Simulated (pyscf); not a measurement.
Substitution at C: H₃C–Si(CH₃)(OH)–OH (SMILES C[Si](C)(O)O) + H• (SMILES [H]) → CH₄ (SMILES C) + H₃C–Si•(OH)–OH (SMILES C[Si](O)O)

Gas phase, doublet surface, charge 0. Bonds broken: C1–Si2. Bonds formed: C1–H14. Single points on ωB97X-D3(BJ)/def2-SVP structures (PySCF, gas phase).

Transition state (Å):

```xyz
14

C      0.3290     0.6326    -1.4859
Si    -0.3393     0.1496     0.5398
C     -1.9454     0.9684     1.0829
O     -0.4442    -1.5097     0.7891
O      0.9520     0.6542     1.4711
H      1.1607     1.1855    -1.0323
H      0.4399    -0.4361    -1.7033
H     -0.5916     1.1532    -1.7691
H     -2.7930     0.6545     0.4509
H     -2.1853     0.7186     2.1304
H     -1.8587     2.0642     1.0062
H     -1.3088    -1.9166     0.6763
H      1.1197     0.1438     2.2712
H      0.8746     0.9274    -2.7651
```

One imaginary mode, 1447i cm⁻¹; descent along it reached the two sides named.

| bond | change | reactant side (Å) | saddle | product side |
|---|---|---|---|---|
| C1–Si2 | breaks | 1.856 | 2.187 | 4.0 |
| C1–H14 | forms | 3.8 | 1.422 | 1.099 |

Electronic energies relative to the separated reactants (kcal/mol):

```tsv
level	barrier	reaction energy	reverse barrier
ωB97X-D3(BJ)/def2-TZVP	34.8	-12.3	47.1
PBE/def2-TZVP	23.8	-18.2	42.0
r²SCAN/def2-TZVP	25.7	-17.5	43.2
B3LYP-D3(BJ)/def2-TZVP	27.6	-18.0	45.6
PBE0-D3(BJ)/def2-TZVP	28.8	-14.6	43.4
M06-2X/def2-TZVP	32.1	-14.8	46.9
ωB97M-D3(BJ)/def2-TZVP	33.3	-12.7	46.0
HF/def2-TZVP	50.5	-13.2	63.7
```

With ωB97M-D3(BJ)/def2-TZVP energies and thermal terms (ideal gas, 1 atm, RRHO with modes under 100 cm⁻¹ raised to 100, one conformer, R ln 2 for chiral ones without a mode under 150 cm⁻¹), in kcal/mol:

| T (K) | ΔH‡ | ΔG‡ | ΔH | ΔG |
|---|---|---|---|---|
| 298 | 34.1 | 40.4 | -8.5 | -11.0 |
| 600 | 33.4 | 47.1 | -10.2 | -12.9 |
| 900 | 32.9 | 54.0 | -11.8 | -13.9 |
| 1200 | 32.5 | 61.1 | -13.3 | -14.3 |

Abstraction by the radical was not located in this set and often lies lower. This is the saddle that the search found; another between the same sides may lie lower. The angle at the attacked C is 175°.
